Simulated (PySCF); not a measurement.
**Assigning NMR signals**

Bonds (- single, = double, # triple, : aromatic): C1=C2 1.333 Å, C2-C3 1.496 Å, C3-C4 1.515 Å, C4-F5 1.375 Å. C1 carries H6, H7; C2 carries H8; C3 carries H9, H10; C4 carries H11, H12. H7 is cis to C3; H6 is trans to C3.

Theoretical values (PySCF 2.14.0 with density-fitted response routines): σ from GIAO-PBE0/pcSseg-1, structure optimised with PBE0-D3(BJ)/def2-SVP, J couplings at B3LYP/pcJ-1 (spin–dipole term only in couplings to heteroatoms). Single conformer, non-relativistic, equivalent nuclei averaged, no solvent model.

δ = σ(ref) − σ, references computed at the same level: $^{13}$C and $^{1}$H vs TMS.

Task: Assign these signals to the numbered atoms. $^{13}$C{$^{1}$H} NMR (computed): δ 144.9 (CH, d, J = 4.0 Hz), 123.7 (CH2), 84.7 (CH2, d, J = 235.2 Hz), 39.7 (CH2, d, J = 18.1 Hz).

Result: 
144.9 → C2, alkene CH: as expected for a trigonal carbon in a double bond
123.7 → C1, terminal =CH2 carbon: as expected for a trigonal carbon in a double bond
84.7 → C4, sp3 CH2 bonded to F: deshielded by the electronegative neighbour
39.7 → C3, allylic sp3 CH2: saturated and bonded to C and H only

Task: Assign these signals to the numbered atoms. $^{1}$H NMR (300 MHz, computed): δ 6.41 (m, 1H), 5.40 (m, 1H), 5.37 (m, 1H), 4.43 (dt, J = 54.1, 6.9 Hz, 2H), 2.23 (m, 2H).

Result: 
| δ (ppm) | atoms | environment | reason |
| --- | --- | --- | --- |
| 6.41 | H8 | hydrogen on an alkene CH | a vinylic proton, deshielded by the sp2 carbon and the C=C anisotropy |
| 5.40 | H6 | hydrogen on a terminal =CH2 carbon | a vinylic proton, deshielded by the sp2 carbon and the C=C anisotropy |
| 5.37 | H7 | hydrogen on a terminal =CH2 carbon | – |
| 4.43 | H11/H12 | hydrogen on an sp3 CH2 bonded to F | its carbon carries F, hence the downfield position |
| 2.23 | H9/H10 | hydrogen on an allylic sp3 CH2 | allylic position |

H6 and H7 lie closer than the usual error of such a calculation, so a measured spectrum could show them in the other order.

C–F couplings over four or more bonds (about 3 Hz to the para carbon of a fluoroarene) are left out. Common functionals overestimate the size of one-bond C–F couplings by tens of Hz; these are unscaled. Splittings below 1 Hz are ignored in the labels, and close J values are merged. Unscaled 3J(H,H) at this level run about 10 % above measured values. Shifts are as computed. Against solution values, carbons near 30 ppm lie about +2 ppm off and those near 130 ppm about +5 ppm. Of 1211 compounds with measured shifts, 218 miss one by over three times the rms of a fit or turn the order of signals round; such compounds aren't used in these exercises. Couplings across =CH–CH2 type bonds come from one rotamer and its mirror image, and can be 1–2 Hz further off. Vicinal H,H couplings across rotating CH2–CH2 and CH–CH2 bonds are estimated from the computed gauche and anti values for equal rotamer populations, (2 J gauche + J anti)/3. Vicinal couplings across rotatable single bonds and in flexible rings belong to the one computed conformer; a conformer average would change them.
